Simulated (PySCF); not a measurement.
## Assigning NMR signals

Molfile (atoms numbered from 1):
```
C3H5NO2
     RDKit          3D

 11 10  0  0  0  0  0  0  0  0999 V2000
   -1.6861   -0.4823    0.1012 C   0  0  0  0  0  0  0  0  0  0  0  0
   -0.2516   -0.2622    0.4514 C   0  0  0  0  0  0  0  0  0  0  0  0
    0.2494   -0.5366    1.5164 O   0  0  0  0  0  0  0  0  0  0  0  0
    0.6133    0.3654   -0.6629 C   0  0  0  0  0  0  0  0  0  0  0  0
    1.8921    0.5264   -0.2789 N   0  0  0  0  0  0  0  0  0  0  0  0
    0.1406    0.6594   -1.7416 O   0  0  0  0  0  0  0  0  0  0  0  0
   -2.2167   -0.9302    0.9492 H   0  0  0  0  0  0  0  0  0  0  0  0
   -1.7546   -1.1258   -0.7891 H   0  0  0  0  0  0  0  0  0  0  0  0
   -2.1463    0.4747   -0.1885 H   0  0  0  0  0  0  0  0  0  0  0  0
    2.1568    0.2406    0.6560 H   0  0  0  0  0  0  0  0  0  0  0  0
    2.5648    0.9296   -0.9156 H   0  0  0  0  0  0  0  0  0  0  0  0
  1  2  1  0
  2  3  2  0
  2  4  1  0
  4  5  1  0
  4  6  2  0
  1  7  1  0
  1  8  1  0
  1  9  1  0
  5 10  1  0
  5 11  1  0
M  END
```

[PySCF 2.14: geometry: PBE0-D3(BJ)/def2-SVP; B3LYP/pcJ-1 coupling constants (spin–dipole term only in couplings to heteroatoms); PBE0/pcSseg-1 with gauge-including orbitals; single conformer; gas phase; fast rotation and ring inversion assumed for equivalent nuclei; non-relativistic]

Chemical shifts δ = σref − σ; ¹³C (σref 184.41), ¹H (σref 31.27) vs TMS, all at this level.

**Question.** Assign these signals to the numbered atoms. ¹³C{¹H} NMR (computed): δ 204.3 (C), 160.2 (C), 27.1 (CH3).

**Answer.** 
204.3 → C2, ketone carbonyl carbon: the double bond to the heteroatom, with no lone-pair donor beside it, deshields it most
160.2 → C4, amide carbonyl carbon: lone-pair donation from the attached heteroatom keeps it upfield of a ketone carbonyl
27.1 → C1, methyl carbon α to a carbonyl: α to the electron-withdrawing carbonyl group

**Question.** Assign these signals to the numbered atoms. ¹H NMR (600 MHz, computed): δ 6.50 (br, 1H), 4.15 (br, 1H), 2.48 (s, 3H).

**Answer.** 
6.50 → H10, hydrogen on an amide-type nitrogen: exchangeable; this is the value without hydrogen bonding to other molecules
4.15 → H11, hydrogen on an amide-type nitrogen
2.48 → H7/H8/H9, hydrogen on a methyl carbon α to a carbonyl: α to C=O

The OH or NH signal is concentration- and solvent-dependent in practice; the value given is the gas-phase one. Rotation about the amide-type C–N bond is slow at room temperature, so the two groups on nitrogen are listed apart. Shifts are as computed. Against solution values, carbons near 30 ppm lie about +2 ppm off and those near 130 ppm about +5 ppm. Of 1211 compounds with measured shifts, 218 miss one by over three times the rms of a fit or turn the order of signals round; such compounds aren't used in these exercises. Hydrogen bonding in solution deshields acid and N–H amide carbonyl carbons by as much as 10 ppm beyond these values.
